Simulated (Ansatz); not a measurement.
`N[SiH3]` and CH₃NH₂ differ in one element.

Ansatz, PBE0-D4/def2-TZVP geometries, multiplicity 1. 

```json
{"property": "LUMO energy (PBE/def2-TZVPP) / eV", "`N[SiH3]`": "-0.49"}
{"property": "size of the dipole moment (ωB97M-V/def2-TZVPP) / D", "`N[SiH3]`": "1.35"}
{"property": "zero-point energy (PBE0-D4/def2-TZVP) / kJ/mol", "`N[SiH3]`": "132.0"}
{"property": "LUMO energy (PBE0/def2-TZVPP) / eV", "`N[SiH3]`": "0.34"}
{"property": "LUMO energy (ωB97M-V/def2-TZVPP) / eV", "`N[SiH3]`": "1.85"}
{"property": "HOMO–LUMO gap (ωB97M-V/def2-TZVPP) / eV", "`N[SiH3]`": "11.63"}
```

Question: What does the change do to each property? (An estimate is asked.)

Answer: Ansatz gave: 
```
                                          property  CH₃NH₂  shift
                 LUMO energy (PBE/def2-TZVPP) / eV    0.35   0.84
size of the dipole moment (ωB97M-V/def2-TZVPP) / D    1.31  -0.04
    zero-point energy (PBE0-D4/def2-TZVP) / kJ/mol   168.5   36.5
                LUMO energy (PBE0/def2-TZVPP) / eV    1.16   0.82
             LUMO energy (ωB97M-V/def2-TZVPP) / eV    2.54   0.69
           HOMO–LUMO gap (ωB97M-V/def2-TZVPP) / eV   11.76   0.13
```

With PBE0 the HOMO rises by 0.63 eV and the LUMO rises by 0.82 eV, so the gap widens by about 0.19 eV. PBE moves the HOMO by 0.73 eV and ωB97M-V by 0.56 eV. Dipoles are sizes alone; their direction can turn.
